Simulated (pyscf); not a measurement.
A first-order saddle from PySCF, ωB97X-D3(BJ)/def2-SVP:

```xyz
6

Cl    -0.2808     0.5208     1.5058
In    -1.7104    -0.6036    -0.2281
Cl    -1.3886    -2.8877    -0.2341
Cl    -3.7412     0.4636    -0.4700
Cl     0.1089     0.5815    -1.4925
H      0.2564     0.7946     0.0560
```
Charge 0, spin multiplicity 1.

Surface: singlet, charge 0. Lowest wavenumbers (cm⁻¹): 677i, 70, 87, 89, 110.

Q: Name the species on either side of this saddle.

A: `[Cl][In]([Cl])[Cl]` + `[ClH]` ⇌ `[ClH]` + `[Cl][In]([Cl])[Cl]`, a four-centre exchange read from left to right: Cl–In, Cl–H broken and Cl–H, Cl–In formed. At ωB97M-D3(BJ)/def2-TZVP it lies -1.1 kJ/mol from the left side and -1.1 kJ/mol from the right (each side as separated species at their lowest minima found). On the reactant side the descent ends in an adduct with a Cl–In contact, 49.1 kJ/mol under the separated species and 30.8 kJ/mol under the saddle at ωB97X-D3(BJ)/def2-TZVP. On the product side the descent ends in an adduct with a Cl–In contact, 49.1 kJ/mol under the separated species and 30.8 kJ/mol under the saddle at ωB97X-D3(BJ)/def2-TZVP. At ωB97M-D3(BJ) the saddle lies under the separated reactants, which points to a path from their complex (located at ωB97X-D3(BJ) alone). At ωB97M-D3(BJ) the saddle lies under the separated products, which points to a path from their complex (located at ωB97X-D3(BJ) alone). What is counted as formed (Cl–In) is already present as a longer contact in the reactant adduct; forming that adduct is a step of its own. What is counted as broken (Cl–In) persists as a longer contact in the product adduct; parting that adduct is a step of its own. At ωB97X-D3(BJ)/def2-TZVP the barrier from the zero used here is -18.3 kJ/mol. This is the saddle that the search found; another between the same sides may lie lower. Elements past Kr carry the def2 core potentials, without spin-orbit coupling.
